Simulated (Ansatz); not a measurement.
A structure relaxed at PBE0-D4/def2-TZVP, charge 0, multiplicity 2:

```xyz
5

C     0.766    0.123   -0.510
C    -0.399   -0.063    0.038
F    -1.522   -0.238   -0.621
F    -0.636   -0.106    1.336
H     1.791    0.285   -0.242
```

Problem. Give its formula and SMILES.

Solution. C2HF2, `[CH]=C(F)F`.

Problem. Point group (tolerance 0.08 Å, 0.16 Å for H)?

Solution. Cs.

Problem. Summarise the bond lengths by kind.

Solution. 1 × C–C 1.301 Å; 1 × C–H 1.072 Å; 2 × C–F 1.313 to 1.320 Å.

Results of the Gaussian-basis code of Ansatz.
